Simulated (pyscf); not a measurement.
O=Cr(OH)(F)(F)–F -> O=Cr(=O)(F)–F + hydrogen fluoride (HF) (elimination; singlet surface; Cr–F, H–O broken, F–H formed). Single points on ωB97X-D3(BJ)/def2-SVP structures (PySCF, gas phase). Energies in kcal/mol from the reactant's lowest minimum found.

| level | barrier | reaction energy |
|---|---|---|
| ωB97X-D3(BJ)/def2-TZVP | ___ | -19.9 |
| PBE/def2-TZVP | 10.0 | -12.9 |
| B3LYP-D3(BJ)/def2-TZVP | 12.1 | -16.4 |
| PBE0-D3(BJ)/def2-TZVP | 11.3 | -17.1 |
| M06-2X/def2-TZVP | ___ | ___ |
| ωB97M-D3(BJ)/def2-TZVP | 11.4 | -20.4 |

**Question.** Complete the blanks.

**Answer.** 
- ωB97X-D3(BJ)/def2-TZVP, barrier: 11.7
- M06-2X/def2-TZVP, barrier: 11.2
- M06-2X/def2-TZVP, reaction energy: -20.5

The functionals in the table span 2.1 kcal/mol in this barrier, from PBE to B3LYP-D3(BJ). One saddle was located; it need not be the lowest between these sides.
